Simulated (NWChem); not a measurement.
# CCl3 (SMILES Cl[C](Cl)Cl): levels of theory compared

Wanted: a comparison of 4 runs (UHF/STO-3G, UHF/3-21G, UB3LYP/6-31G*) of CCl3. 

The calculation is run with NWChem 7.3.0.

## 1. The molecule

The species is CCl3 (4 atoms), meant as a doublet with charge 0. SMILES: `Cl[C](Cl)Cl`. The coordinates come from a GFN2-xTB relaxation.

Bond lengths: Cl1–C2 1.710 Å, C2–Cl3 1.710 Å, C2–Cl4 1.710 Å. Angles: Cl1–C2–Cl3 116.2°, Cl1–C2–Cl4 116.3°, Cl3–C2–Cl4 116.1°.

## 2. Energy and gradient at UHF/STO-3G (run 1)

a.nw reads:

```
start a
title "CCl3 gradient"
memory total 2200 mb

geometry noautosym nocenter noautoz
  Cl     0.904330    -0.610000     1.276270
  C      0.127080    -0.136620    -0.171570
  Cl    -1.468980    -0.709130    -0.392060
  Cl     0.437570     1.455750    -0.712630
end

basis "ao basis" spherical bse
  * library STO-3G
end

scf
  nopen 1
  uhf
  thresh 1e-08
  maxiter 80
end

task scf gradient
```

The run is started by

```console
$ nwchem a.nw > a.out
```

The log of the run:

```text
[...]
  functions       =    32
[...]
  wavefunction    = UHF
[...]
         Total SCF energy =  -1401.065312274384
      One electron energy =  -2440.710621928776
      Two electron energy =    786.939690337036
 Nuclear repulsion energy =    252.705619317356
                       Sz =      0.5000
                 Sz(Sz+1) =      0.7500
                      S^2 =      0.7637
[...]
                         UHF ENERGY GRADIENTS
    atom               coordinates                        gradient
                 x          y          z           x          y          z
   1 Cl      1.708936  -1.152733   2.411801   -0.026435   0.016568  -0.044017
   2 C       0.240146  -0.258174  -0.324220   -0.011549   0.012375   0.015675
   3 Cl     -2.775970  -1.340061  -0.740886    0.049601   0.020074   0.009186
   4 Cl      0.826887   2.750969  -1.346675   -0.011616  -0.049017   0.019157
[...]
```

It took 2.6 s on 1 thread of AMD EPYC 9R14 (Zen 4), shared host; peak memory 0.099 GiB.

## 3. Energy and forces at UHF/3-21G (run 2)

ccl3.xyz reads:

```xyz
4

Cl     0.904330    -0.610000     1.276270
C      0.127080    -0.136620    -0.171570
Cl    -1.468980    -0.709130    -0.392060
Cl     0.437570     1.455750    -0.712630
```

ccl3.nw reads:

```
start ccl3
memory 2200 mb

geometry noautosym nocenter noautoz
 load format xyz ccl3.xyz
end

basis spherical bse
 * library 3-21G
end

scf
 nopen 1
 uhf
 thresh 1e-08
 maxiter 80
 print medium
end

task scf gradient
```

The run is started by

```console
$ nwchem ccl3.nw > ccl3.out
```

The log of the run:

```text
[...]
  functions       =    48
[...]
  wavefunction    = UHF
[...]
         Total SCF energy =  -1409.440437106800
      One electron energy =  -2450.958978981838
      Two electron energy =    788.812922557682
 Nuclear repulsion energy =    252.705619317356
                       Sz =      0.5000
                 Sz(Sz+1) =      0.7500
                      S^2 =      0.7658
[...]
                         UHF ENERGY GRADIENTS
    atom               coordinates                        gradient
                 x          y          z           x          y          z
   1 Cl      1.708936  -1.152733   2.411801   -0.023325   0.014992  -0.036016
   2 C       0.240146  -0.258174  -0.324220   -0.006981   0.007527   0.009533
   3 Cl     -2.775970  -1.340061  -0.740886    0.041097   0.018007   0.009033
   4 Cl      0.826887   2.750969  -1.346675   -0.010792  -0.040526   0.017449
[...]
```

Run time: 3.3 s. Hardware: 1 thread of AMD EPYC 9R14 (Zen 4), shared host; peak memory 0.1 GiB.

Run 3 isn't shown in full; the table further down has it.

## 4. Energy and gradient at UB3LYP/6-31G(d) (Cartesian functions) (run 4)

run.py reads:

```python
from ase import Atoms
from ase.calculators.nwchem import NWChem

atoms = Atoms('ClCClCl', positions=[
    [0.904330, -0.610000, 1.276270],
    [0.127080, -0.136620, -0.171570],
    [-1.468980, -0.709130, -0.392060],
    [0.437570, 1.455750, -0.712630],
])

calc = NWChem(
    label='ccl3',
    theory='dft',
    memory='2200 mb',
    basis='6-31G*',
    dft={'xc': 'b3lyp', 'mult': '2', 'grid': 'xfine', 'convergence': 'energy 1e-08', 'iterations': '100', 'mulliken': None},
)
atoms.calc = calc

forces = atoms.get_forces()
print("Total energy (eV):", round(atoms.get_potential_energy(), 6))
print("forces (eV/A):")
for s, f in zip(atoms.symbols, forces):
    print(f"{s:2s} {f[0]:10.5f} {f[1]:10.5f} {f[2]:10.5f}")
```

The run is started by

```console
$ export ASE_NWCHEM_COMMAND="nwchem PREFIX.nwi > PREFIX.nwo"
$ python run.py
```

The log of the run:

```text
Total energy (eV): -38602.683021
forces (eV/A):
Cl    0.39955   -0.26395    0.51114
C     0.00252   -0.00632   -0.01085
Cl   -0.60915   -0.32026   -0.18820
Cl    0.20713    0.59058   -0.31203
```

The calculator wrote ccl3.nwi:

```
title "ccl3"

permanent_dir ccl3

scratch_dir ccl3

start ccl3

geometry units angstrom nocenter noautosym noautoz
  Cl 9.0432999999999997e-01 -6.0999999999999999e-01 1.2762700000000000e+00
  C  1.2708000000000000e-01 -1.3661999999999999e-01 -1.7157000000000000e-01
  Cl -1.4689800000000000e+00 -7.0913000000000004e-01 -3.9206000000000002e-01
  Cl 4.3757000000000001e-01 1.4557500000000001e+00 -7.1262999999999999e-01
end

memory 2200 mb

basis noprint
   * library 6-31G*
end

dft
  xc b3lyp
  mult 2
  grid xfine
  convergence energy 1e-08
  iterations 100
  mulliken
end

task dft gradient
```

ccl3.nwo, cut to the lines that bear on the results:

```text
[...]
      One electron energy =    -2459.847284327092
[... 2 lines left out ...]
 Nuclear repulsion energy =      252.705619317356
[... 1173 lines left out ...]
          Convergence on energy requested:  1.00D-08
[... 23 lines left out ...]
          Spatial weights used:  Erf1
[...]
  wavefunction    = open shell
                         DFT ENERGY GRADIENTS
    atom               coordinates                        gradient
                 x          y          z           x          y          z
   1 Cl      1.708936  -1.152733   2.411801   -0.007770   0.005133  -0.009940
   2 C       0.240146  -0.258174  -0.324220   -0.000049   0.000123   0.000211
   3 Cl     -2.775970  -1.340061  -0.740886    0.011846   0.006228   0.003660
   4 Cl      0.826887   2.750969  -1.346675   -0.004028  -0.011485   0.006068
[...]
```

Run time: 26 s. Hardware: 1 thread of AMD EPYC 9R14 (Zen 4), shared host; peak memory 0.13 GiB.

## 5. The series

```
run                                level  iteration cap  module   energy (Eh)  dipole moment (D)  HOMO energy (eV)  LUMO energy (eV)  wall time
  1                           UHF/STO-3G             80     scf  -1401.065312               0.32             -9.45              5.11      2.6 s
  2                            UHF/3-21G             80     scf  -1409.440437               0.10            -10.80              1.93      3.3 s
  3  UB3LYP/6-31G* (spherical functions)            100     dft  -1418.611625               0.22             -6.30             -2.75       23 s
  4  UB3LYP/6-31G* (Cartesian functions)            100     dft  -1418.622447               0.22             -6.30             -2.75       26 s
```

## 6. Outcome

```
                                 quantity           value
                      run 4: total energy  -1418.62245 Eh
                     run 4: dipole moment          0.22 D
run 4: HOMO energy (highest over α and β)        -6.30 eV
 run 4: LUMO energy (lowest over α and β)        -2.75 eV
                              run 4: ⟨S²⟩           0.753
          run 4: largest force on an atom      0.713 eV/Å
```

In words: The dipole moment (its size) runs from 0.10 D (UHF/3-21G) to 0.32 D (UHF/STO-3G). The two dipoles point in opposite directions. In run 1 the basis is minimal, so the values are rough. All runs together took 54 s, the longest 26 s.
